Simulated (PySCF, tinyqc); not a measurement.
G0W0 on RHF in the sto-3g basis, for HF, spin multiplicity 1, step by step. The lowest restricted solution is unstable here: a spin-polarised one lies 0.0003 hartree lower (PySCF). One step of it, computed by the program tinyqc.

Problem. G0W0 on Hartree-Fock: HOMO. W(p,q,m) = sqrt2 sum_ia (pq|ia) (X+Y)_ia,m; Sigma_c(x) = sum_(i,m) W^2/(x - e_i + w_m) + sum_(a,m) W^2/(x - e_a - w_m); solve x = e_p + Sigma_c(x) by Newton steps; Z = 1/(1 - dSigma/dx); 1 hartree = 27.211386 eV.

orbital energies (hartree): MO1 -25.925043, MO2 -1.416141, MO3 -0.491417, MO4 -0.463063, MO5 -0.463063, MO6 0.375984

Two-electron integrals over orbitals (pq|rs), unique and non-zero (hartree):
```
(11|11) 5.364331    (21|11) -0.520806   (21|21) 0.079718    (22|11) 1.230956
(22|21) -0.022561   (22|22) 0.870945    (31|11) 0.104687    (31|21) -0.015444
(31|22) 0.006944    (31|31) 0.017699    (32|11) -0.122222   (32|21) 0.005311
(32|22) -0.044664   (32|31) 0.020571    (32|32) 0.137197    (33|11) 0.895617
(33|21) -0.008647   (33|22) 0.697292    (33|31) -0.002305   (33|32) -0.016515
(33|33) 0.682789    (41|41) 0.029540    (42|41) 0.040041    (42|42) 0.188822
(43|41) -0.007326   (43|42) -0.029128   (43|43) 0.036163    (44|11) 1.264024
(44|21) -0.015044   (44|22) 0.893831    (44|31) 0.003085    (44|32) -0.067397
(44|33) 0.684181    (44|44) 0.997514    (51|51) 0.029540    (52|51) 0.040041
(52|52) 0.188822    (53|51) -0.007326   (53|52) -0.029128   (53|53) 0.036163
(54|54) 0.053770    (55|11) 1.264024    (55|21) -0.015044   (55|22) 0.893831
(55|31) 0.003085    (55|32) -0.067397   (55|33) 0.684181    (55|44) 0.889973
(55|55) 0.997514    (61|11) 0.110620    (61|21) -0.017701   (61|22) 0.002615
(61|31) -0.012066   (61|32) -0.023405   (61|33) 0.006115    (61|44) 0.003208
(61|55) 0.003208    (61|61) 0.020268    (62|11) -0.160947   (62|21) 0.004199
(62|22) -0.088923   (62|31) -0.019949   (62|32) -0.074673   (62|33) -0.022842
(62|44) -0.087810   (62|55) -0.087810   (62|61) 0.018734    (62|62) 0.091639
(63|11) -0.416432   (63|21) 0.006997    (63|22) -0.231642   (63|31) 0.001497
(63|32) 0.082130    (63|33) -0.095545   (63|44) -0.242268   (63|55) -0.242268
(63|61) -0.004950   (63|62) 0.038326    (63|63) 0.227537    (64|41) -0.007235
(64|42) -0.029507   (64|43) -0.021786   (64|64) 0.029250    (65|51) -0.007235
(65|52) -0.029507   (65|53) -0.021786   (65|65) 0.029250    (66|11) 0.843068
(66|21) -0.008984   (66|22) 0.642547    (66|31) 0.010601    (66|32) 0.047759
(66|33) 0.650745    (66|44) 0.626169    (66|55) 0.626169    (66|61) -0.007467
(66|62) -0.054832   (66|63) -0.025141   (66|66) 0.678417
```

excitation energies w (hartree): 0.895639  0.895639  1.235405  1.970750  26.341541

X + Y:
```
             1         2          3          4          5
1>6   0.000000  0.000000   0.000907  -0.002674   0.999230
2>6   0.000000  0.000000  -0.098006   0.950442   0.000194
3>6   0.000000  0.000000   0.835147   0.053984  -0.000025
4>6  -0.036703  0.967195   0.000000   0.000000   0.000000
5>6   0.967195  0.036703   0.000000   0.000000   0.000000
```

Give: The 12 largest terms at x = e_p; Newton steps; quasiparticle energy of the HOMO; Hartree-Fock value.

Solution.

The 12 largest terms at x = e_p (hartree; W for the signs of X + Y given):
```
q  m          W       term
5  3    -0.2740     0.0608
5  4    -0.1365     0.0095
3  1    -0.0298     0.0010
6  1     0.0400    -0.0009
2  1    -0.0404     0.0009
1  1    -0.0099   3.72e-06
3  2    -0.0011   1.38e-06
6  2     0.0015  -1.33e-06
2  2    -0.0015   1.27e-06
5  5     0.0045   7.75e-07
1  2  -3.76e-04   5.35e-09
```

Newton steps (hartree):
```
step        x  Sigma_c(x)       Z
0     -0.4631      0.0711  0.9469
1     -0.3957      0.0676  0.9518
2     -0.3955      0.0675  0.9518
3     -0.3955      0.0675  0.9518
```

quasiparticle energy of the HOMO = -10.7627 eV

Hartree-Fock value = -12.6006 eV
